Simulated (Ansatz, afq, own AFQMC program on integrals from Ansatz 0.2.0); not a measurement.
# CH4Ge, singlet → CH4Ge, triplet

```xyz
6

Ge    0.0000   -0.0285    0.3488
C     0.0000    0.0248   -1.6402
H     0.0000    1.5666    0.4808
H     0.0000   -0.9687   -2.0883
H     0.8762    0.5814   -1.9908
H    -0.8762    0.5814   -1.9908
```

Connectivity, by distances: GeH–CH3.

E(triplet, charge +0) − E(singlet, charge +0) at this geometry, on UHF and UHF determinants.

Basis cc-pVTZ. Noble-gas cores (and the filled d shells of Ga–Kr and In–Xe) are frozen. Integrals, coupled cluster, full CI and functionals: Ansatz 0.2.0; the random walks run on the same integrals in our own AFQMC program. ph-AFQMC/CISD is guided by a CISD state made of CCSD amplitudes; releasing the constraint for a short imaginary time cuts its bias at the price of noise, slowly where states lie close. Uncertainties: one standard error, sampling alone. No spin–orbit coupling. The errors of all members are added in quadrature.

No full CI on the walks' own integrals is used here. The released AFQMC energy serves as the reference, which it does only where one determinant dominates, the energy is flat over the last release times and near the phaseless one (40 meV or 2 meV an electron, half that with transition metals). On small molecules, where full CI could be run and the noise was under 10 meV, such values lay within 10 meV of it in 19 cases of 20, a flattering rate, since the rule was set on those same cases; what remains of the bias isn't in the error bar. Each member takes its own surest rung, up to full CI.

Errors are counted within cc-pVTZ, not against nature.

Cautions: inner d shell frozen; no relativity below Rb; no spin-orbit coupling; CH₄Ge (singlet): an unrestricted solution with more broken spin lies lower, while this determinant keeps restricted orbitals, the ph-AFQMC/HF walk drifts between its halves (2.2 errors), the released value is read at 2.40 1/Eh (meV from the phaseless value at times in 1/Eh: -5 ± 6 at 0.24, -10 ± 4 at 0.51, -21 ± 4 at 0.99, -10 ± 5 at 1.62, -9 ± 8 at 2.40); CH₄Ge (triplet): another spin lies lower, the released value is read at 2.40 1/Eh (meV from the phaseless value at times in 1/Eh: -6 ± 6 at 0.24, -3 ± 3 at 0.51, -13 ± 3 at 0.99, -17 ± 5 at 1.62, -5 ± 9 at 2.40).

Reference (AFQMC with the constraint released): 33.0 ± 0.3 kcal/mol.

```csv
level,vertical spin gap (kcal/mol),error against released AFQMC (kcal/mol)
HF,20.0,-13.0 ± 0.3
MP2,30.8,-2.2 ± 0.3
CCSD,32.7,-0.3 ± 0.3
CCSD(T),32.9,-0.1 ± 0.3
ph-AFQMC/CISD,33.0 ± 0.2,-0.1 ± 0.3
```

Correlation beyond CCSD(T) changes it by less than twice the noise. The perturbative (T) step is worth +0.2 kcal/mol.

A walk keeps the symmetry of its determinant, which the program's search chose and which needn't be the lowest solution, so a lower state of the same spin and another symmetry isn't excluded. Released energies are given only where the last usable release times agree within the noise; a slower fall can still hide under it.
